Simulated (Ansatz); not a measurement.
**Si₂H₅ radical: a rigid scan of the dihedral angle H3–Si1–Si2–H5**

Aim: the energy along the dihedral angle H3–Si1–Si2–H5, from CCSD(T) and from cheaper methods, relative to the minimum. No other atom is relaxed.

The runs use Ansatz 0.2.0, Gaussian basis; single points in def2-TZVPP.

Levels: PBE-D4, r2SCAN-D4, PBE0-D4, B3LYP-D4, wB97M-V, Hartree-Fock, MP2, CCSD, CCSD(T). The scan takes -178.5, -165.1, -151.8, -138.5, -125.1, -111.8, -98.5, -85.1, -71.8°.

Correlated methods freeze the cores. Orbitals are unrestricted. B3LYP uses VWN-RPA correlation.

36 further runs of the same task are left out: 36 set aside as unsound or not needed.

## (1) Where the work starts

SMILES `[SiH2][SiH3]`, 7 atoms, charge 0, spin multiplicity 2.

Atoms are counted from 1 here; the program's logs count them from 0.

Bond lengths: Si1–Si2 2.325 Å, Si1–H3 1.437 Å, Si1–H4 1.463 Å, Si2–H5 1.500 Å, Si2–H6 1.494 Å, Si2–H7 1.518 Å. Angles: Si2–Si1–H3 111.9°, Si2–Si1–H4 107.8°, H3–Si1–H4 107.8°, Si1–Si2–H5 110.5°, Si1–Si2–H6 112.5°, Si1–Si2–H7 108.7°, H5–Si2–H6 108.8°, H5–Si2–H7 107.8°, H6–Si2–H7 108.5°.

As a file:

```
Si   -0.1518   -1.4123   -0.2125
Si    0.3437    0.8553   -0.0729
H    -0.0597   -2.0598    1.0674
H    -1.5319   -1.5416   -0.6818
H     0.1938    1.5086   -1.4148
H    -0.5240    1.5708    0.9101
H     1.7911    1.0110    0.3589
```

## (2) A first relaxation in a small basis

pre/in.yaml

```yaml
crystal:
  periodic: [false, false, false]
  atoms:
    - {symbol: Si, position_ang: [-0.151800, -1.412300, -0.212500]}
    - {symbol: Si, position_ang: [0.343700, 0.855300, -0.072900]}
    - {symbol: H, position_ang: [-0.059700, -2.059800, 1.067400]}
    - {symbol: H, position_ang: [-1.531900, -1.541600, -0.681800]}
    - {symbol: H, position_ang: [0.193800, 1.508600, -1.414800]}
    - {symbol: H, position_ang: [-0.524000, 1.570800, 0.910100]}
    - {symbol: H, position_ang: [1.791100, 1.011000, 0.358900]}
basis:
  gaussian: {orbitals: def2-SVP}
magnetization: {spin_polarized: true, initial_magnetization: 1}
hamiltonian: {xc: pbe, dispersion: d4}
relax: {f_tol: 0.03, max_steps: 250}
```

The command line of these runs was not kept.

After this run come: Finding the minimum; The minimum at every level; H3–Si1–Si2–H5 = -178.5°; H3–Si1–Si2–H5 = -165.1°; H3–Si1–Si2–H5 = -151.8°; H3–Si1–Si2–H5 = -138.5°; H3–Si1–Si2–H5 = -125.1°; H3–Si1–Si2–H5 = -111.8°; H3–Si1–Si2–H5 = -98.5°; H3–Si1–Si2–H5 = -85.1°; H3–Si1–Si2–H5 = -71.8°.

**Question.** What will these runs give? Wanted: highest point, CCSD(T); lowest point, CCSD(T); RMS deviation from CCSD(T); largest T1 diagnostic.

The runs gave:

```
                  quantity                                                                                                          value
    highest point, CCSD(T)                                                                                         3.9 kJ/mol at -125.1 °
     lowest point, CCSD(T)                                                                                          0.0 kJ/mol at 175.4 °
RMS deviation from CCSD(T)  PBE-D4 0.3, r2SCAN-D4 0.2, PBE0-D4 0.2, B3LYP-D4 0.1, wB97M-V 0.1, Hartree-Fock 0.3, MP2 0.2, CCSD 0.0 kJ/mol
     largest T1 diagnostic                                                                                                          0.015
```

Over the points sampled the torsion costs at most 3.9 kJ/mol, a hindered rotation that is fast at room temperature. A rigid scan overstates barriers, since nothing else may give way. CCSD follows the CCSD(T) curve best and PBE-D4 worst.
